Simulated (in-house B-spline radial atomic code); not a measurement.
Results of a calculation; reference values are marked as such.
**Stopping and range of 5 keV H in Si**

The pair potential comes from two frozen, spherical free-atom densities (PBE, B-spline radial code, scalar-relativistic past argon): electrostatics plus the change in Thomas-Fermi kinetic and Dirac exchange energy where they overlap, the recipe behind the universal ZBL potential, which averages such potentials (from solid-state densities) over many pairs. It is written V = (Z1 Z2 e²/r) φ(r/a), with e² = 14.3996 eV·Å and a = 0.46850 Å/(Z1^0.23 + Z2^0.23); ZBL's fit is φ = 0.18175 e^(−3.1998x) + 0.50986 e^(−0.94229x) + 0.28022 e^(−0.4029x) + 0.02817 e^(−0.20162x). Where φ falls below 4e-4 it is continued as an exponential.

The target is taken as amorphous, with density 2.329 g/cm³ (NSM archive of the Ioffe Institute); channelling is ignored. Masses: H 1.01, Si 28.09 u. Nuclear stopping is S_n = 4π a Z1 Z2 e² M1/(M1 + M2) × s_n(ε), with s_n integrated over impact parameters for each pair. Electronic stopping is Lindhard and Scharff's S_e = Z1^(1/6) 8π e² a0 Z1 Z2/(Z1^(2/3) + Z2^(2/3))^(3/2) × v/v0, with a0 = 0.529177 Å and v = v0 at 24.801 keV/u; it misses the oscillations with Z1 seen in experiment, which reach tens of per cent. Compounds add by atom fraction.

| target atom | a (Å) | ε at this energy | s_n, this pair | s_n, ZBL potential |
| --- | --- | --- | --- | --- |
| Si | 0.16526 | 3.957 | 0.2053 | 0.1988 |

What are the atom density and the stopping powers at entry?

N = 2.329 × 0.602214/28.09 = 0.04993 atoms/Å³. For Si: S_n = 14.53 × 0.2053 = 2.984 eV·Å², S_e = 0.9535 × √5000 = 67.42 eV·Å². Averaged over the target's atoms and times N × 10 Å/nm, the ion loses N S_n = 1.49 eV/nm to recoils and N S_e = 33.7 eV/nm to electrons; the nuclear share is 4 %.

Along the track:

| E (keV) | N S_n (eV/nm) | N S_e (eV/nm) |
| --- | --- | --- |
| 0.25 | 2.64 | 7.53 |
| 0.75 | 2.55 | 13 |
| 1.5 | 2.28 | 18.4 |
| 2.5 | 1.97 | 23.8 |
| 3.75 | 1.69 | 29.2 |
| 5 | 1.49 | 33.7 |

Estimate the path length and the projected range.

With continuous slowing down the path is the integral of dE/(N (S_n + S_e)). Trapezoids over the table give 209 nm, and the stretch below the first row, with stopping taken as √E, adds 2E/(N S) = 49 nm: 258 nm in all, against 242 nm on a fine grid from 5 eV. Deflections shorten the depth: to first order in the energy passed on, N (S_n + S_e) dR_p/dE = 1 − N S_n (M2/M1) R_p/(2E), summed over the target's atoms, and integrating this on the fine grid gives R_p = 92.8 nm, 0.38 of the path. Lindhard's rule of thumb R/(1 + M2/3M1), with mean M2/M1 = 27.81, gives 23.5 nm; it assumes that nuclear stopping leads, so it comes too short here. On the ZBL potential the same equation gives 94.7 nm, and the full integral equation, which keeps hard collisions, 95.4 nm.
